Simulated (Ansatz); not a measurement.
For grey tin (α-Sn), r²SCAN+SOC (PAW; Ansatz, a first-principles code) gives:

| Item | Result |
|---|---|
| lattice parameter a | 6.564 Å |
| bulk modulus | 42.4 GPa |

Problem. What does PBE0-D3(BJ) (Ansatz, PAW) give for the same quantities?

Solution. 
- lattice constant a: 6.462 Å (decreases by 1.6 %)
- bulk modulus: 49.3 GPa (rises by 16 %)

For comparison: lattice constant a 6.477 Å (measured, static lattice: zero-point anharmonic expansion removed; as tabulated in Mejia-Rodriguez and Trickey (2018), arXiv:1807.09216); bulk modulus 42.8 GPa (measured, 0 K value with the zero-point phonon effect removed; as tabulated in Mejia-Rodriguez and Trickey (2018), arXiv:1807.09216).

Changes are worked out from the printed values.

Unless a cell is named, each level is at its own relaxed cell (r²SCAN+SOC 35.36, PBE0-D3(BJ) 33.73 Å³/atom).

Ansatz's density-functional and Hartree–Fock values are scalar-relativistic unless marked +SOC, with PAW data made under PBE.
